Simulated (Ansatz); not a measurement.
A calculation with Ansatz (development build ahead of 0.2.0).

```yaml
crystal:
  periodic: [false, false, false]
  atoms:
    - { symbol: O, position_ang: [-0.04891, -0.35149, -1.90789] }
    - { symbol: H, position_ang: [-0.02958, -0.46412, -0.94407] }
    - { symbol: Cl, position_ang: [0.02446, 0.19383, 1.07293] }
    - { symbol: H, position_ang: [0.03169, 0.58439, -1.95511] }
basis:
  gaussian: { orbitals: cc-pVTZ }
total_charge: -1
hamiltonian:
  xc: hf
```

The input is written out in the form of the current development build from the run's settings.

Results

```
Converged                       : yes
Total energy                    : -535.64195 hartree
Spin squared of the determinant : 0.000
```

Caution: no diffuse functions for an anion.
